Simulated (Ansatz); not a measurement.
# AlH4+ (triplet): B2PLYP, RPA-PBE over a scan of the distance Al1–H5, cc-pVDZ

How well do these functionals follow the top wave-function level for AlH4+ (triplet) over a scan of the distance Al1–H5?

Method: cc-pVDZ, all electrons in the functionals, frozen cores in the correlation of double hybrids and RPA; program: Ansatz 0.2.0, Gaussian basis.

The runs, in order: B2PLYP, RPA-PBE, at 1.310 Å; 1.512 Å; 1.663 Å; 1.867 Å; 2.032 Å; 2.324 Å; 2.664 Å; 3.098 Å; 3.584 Å; 4.588 Å; 5.649 Å.

21 further runs of the same task are left out: 12 for a known fault of the program, 8 that didn't finish, 1 set aside as unsound or not needed.

### Step 1. The geometry

The geometry derives from a PBE0/def2-TZVP stationary point (not a proven minimum). One bond is set to the value named and the two fragments are kept rigid.

5 atoms, charge 1, spin multiplicity 3.

Atoms are counted from 1 here; the program's logs count them from 0.

Bond lengths: Al1–H2 1.663 Å, Al1–H3 1.663 Å, Al1–H4 1.663 Å, Al1–H5 1.663 Å. Angles: H2–Al1–H3 135.7°, H2–Al1–H4 64.5°, H2–Al1–H5 135.7°, H3–Al1–H4 135.7°, H3–Al1–H5 64.5°, H4–Al1–H5 135.7°.

No dispersion term is added.

The geometry shown and the zero of energy belong to the point 1.663 Å. The yardstick, FCI, and other wave-function levels (R restricted, U unrestricted, valence and pair active spaces) come from earlier runs.

### Step 2. B2PLYP, 1.310 Å

in.yaml

```yaml
crystal:
  periodic: [false, false, false]
  atoms:
    - {symbol: Al, position_ang: [0.004376, -0.009712, -0.004296]}
    - {symbol: H, position_ang: [0.625556, 1.400717, 0.621620]}
    - {symbol: H, position_ang: [-0.620578, -1.417128, 0.624638]}
    - {symbol: H, position_ang: [-0.625519, 1.393809, -0.636995]}
    - {symbol: H, position_ang: [0.503413, -1.117410, -0.494264]}
basis:
  gaussian: {orbitals: cc-pVDZ}
total_charge: 1
magnetization: {spin_polarized: true, initial_magnetization: 2}
hamiltonian: {xc: {name: B2PLYP}}
correlation: {electrons: outside_noble_gas}
```

Command:

```
> ansatz run in.yaml --threads 1 --pin off --events-out ev --progress --plain --max-ram 2393MiB
```

The runs that follow: B2PLYP, 1.512 Å; B2PLYP, 1.663 Å; B2PLYP, 1.867 Å; B2PLYP, 2.032 Å; B2PLYP, 2.324 Å; B2PLYP, 2.664 Å; B2PLYP, 3.098 Å; B2PLYP, 3.584 Å; B2PLYP, 4.588 Å; B2PLYP, 5.649 Å; RPA-PBE, 1.310 Å; RPA-PBE, 1.512 Å; RPA-PBE, 1.663 Å; RPA-PBE, 1.867 Å; RPA-PBE, 2.032 Å; RPA-PBE, 2.324 Å; RPA-PBE, 2.664 Å; RPA-PBE, 3.098 Å; RPA-PBE, 3.584 Å; RPA-PBE, 4.588 Å; RPA-PBE, 5.649 Å.

Q: Predict the results of all the runs planned. Wanted: span of the FCI curve; largest miss, B2PLYP; largest miss, RPA-PBE.

As calculated:

```
             quantity                value
span of the FCI curve             0.961 eV
 largest miss, B2PLYP  +0.159 eV (5.649 Å)
largest miss, RPA-PBE  +0.171 eV (4.588 Å)
```

In words: Of the functionals, B2PLYP keep the smallest largest miss at the points compared (at most 0.159 eV) and RPA-PBE strays most (0.171 eV, at 4.588 Å). Functionals and the yardstick converge differently with the basis, so part of each miss in cc-pVDZ is the basis.
